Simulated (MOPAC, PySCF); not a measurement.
C3H9N, SMILES `CN(C)C`, neutral singlet in the gas phase. 

Z-matrix (Å, degrees):
```
N
C 1 1.4419
H 2 1.0924 1 109.94
H 2 1.0924 3 108.13 1 -120.03
H 2 1.1065 3 107.95 4 -116.55
C 1 1.4419 2 111.42 3 57.98
H 6 1.0924 1 109.94 2 -176.90
H 6 1.0924 7 108.13 1 -120.03
H 6 1.1065 7 107.95 8 -116.55
C 1 1.4419 2 111.42 3 -176.91
H 10 1.0924 1 109.94 2 57.98
H 10 1.0924 11 108.13 1 -120.03
H 10 1.1065 11 107.95 12 -116.55
```
Charge 0, spin multiplicity 1.

All levels are single points at this geometry (PBE0-D3(BJ)/def2-TZVP); Pople sets use spherical d functions. Orbital energies aren't observables, and empty levels follow the basis.

| level | HOMO (eV) | LUMO (eV) | gap (eV) | dipole (D) | vertical IE, Delta-SCF (eV) |
|---|---|---|---|---|---|
| PBE0-D3(BJ)/def2-TZVP in PySCF | -6.15 | 1.18 | 7.33 | 0.49 | – |
| B3LYP/3-21G in PySCF | -5.30 | 2.88 | 8.17 | 0.67 | – |
| B3LYP/6-311+G** in PySCF | -5.97 | 0.09 | 6.06 | 0.56 | – |
| B3LYP/6-31G* in PySCF | -5.64 | 2.31 | 7.95 | 0.54 | 8.21 |
| BP86/6-31G* in PySCF | -4.56 | 1.61 | 6.17 | 0.47 | – |
| M06-2X/6-31G* in PySCF | -7.31 | 3.37 | 10.68 | 0.60 | – |
| PBE/6-31G* in PySCF | -4.44 | 1.68 | 6.13 | 0.48 | 8.05 |
| SVWN5/6-31G* in PySCF | -4.49 | 1.41 | 5.90 | 0.48 | 8.18 |
| HF/3-21G in PySCF | -9.24 | 6.85 | 16.09 | 0.94 | – |
| HF/STO-3G in PySCF | -7.76 | 16.74 | 24.50 | 0.97 | – |
| AM1 in MOPAC | -9.29 | 3.24 | 12.52 | 1.15 | – |
| PM3 in MOPAC | -9.07 | 2.92 | 12.00 | 1.11 | – |
| PM7 in MOPAC | -8.57 | 3.14 | 11.71 | 1.76 | – |
